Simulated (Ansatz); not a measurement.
AsH, triplet in aug-cc-pVDZ: errors against full CI

Geometry: that of the AsH, singlet, kept fixed.

```yaml
atoms:
  - { symbol: As, position_ang: [0.0000, 0.0000, 0.0000] }
  - { symbol: H, position_ang: [0.0000, 0.0000, 1.5294] }
```

Basis aug-cc-pVDZ; Ansatz 0.2.0. Only valence electrons are correlated (noble-gas cores and the filled d shells of p-block atoms frozen), which leaves 6 electrons in 31 orbitals. R marks a restricted (for open shells ROHF) determinant, U an unrestricted one. Active spaces: valence = (6e, 5o) chosen from the atoms' valence shells. No spin–orbit coupling is included, and no scalar relativity.

Full CI is exact within this basis and frozen core; it isn't the basis-set limit. The frozen core follows each run's orbitals, which can shift R against U totals by a few meV for light atoms and by up to 0.1 eV past Ca.

For open shells CISD is restricted-active-space CI with the open shells as a complete middle space.

```
UHF ⟨S²⟩                          : 2.019
T1 diagnostic (RCCSD)             : 0.0198
largest doubles amplitude (RCCSD) : 0.060
```

```csv
level,E − E(RHF) (eV)
RMP2,-2.2831
RCCSD,-2.8322
RCCSD(T),-2.8957
```

Task: Estimate how far full CI in aug-cc-pVDZ lies from RCCSD(T). The table doesn't fix it; the size of (T) and the diagnostics are the guide.

Result: Full CI in aug-cc-pVDZ lies 0.63 mEh below RCCSD(T), which is 27 % of the (T) step (-2.33 mEh). The diagnostics give no warning, yet the rest is a sizeable part of (T).

The other levels:

| level | E − E(full CI) (mEh) | share of correlation (%) | wall time |
| --- | --- | --- | --- |
| CISD | 5.61 | 94.76 | 0.93 s |
| BCCD(T) | 0.63 | 99.41 | 0.9 s |
| RCCSDT | 0.09 | 99.92 | – |
| RCCSDT(Q) | 0.01 | 99.99 | 3.6 s |
| CASSCF (valence space) | 86.73 | 18.98 | – |
| NEVPT2 (valence space) | 21.04 | 80.35 | 1.1 s |
| MRCISD (valence space) | 3.87 | 96.39 | – |
| MRCISD+Q (valence space) | -0.65 | 100.61 | 1.3 s |

The correlation energy at full CI, counted from RHF, is -2.913 eV. That run took 46 s on 1 thread of Arm Neoverse V2, shared host over 5,037,396 determinants.

Run but not shown, since their state or frozen core can't be matched to the reference's or they repeat it: UHF, UMP2, UCCSD, UCCSD(T), UCCSDT, UCCSDT(Q).

Times hold each run's SCF and search for its determinant on a shared host, so for small cases they say little of a method's own cost; they ran on 1 thread of Arm Neoverse V2.

Not variational, and here over 5 meV under the exact energy: MRCISD+Q (valence space).

The full-CI state has the irrep A2 of C2v, in the program's axes (one component, if the state is degenerate).

Natural occupations of full CI about the gap: 1.958 1.934 0.990 0.990 0.043 0.013 0.013 0.012 0.012 0.010; effectively unpaired electrons, Σ n²(2−n)², 2.03.
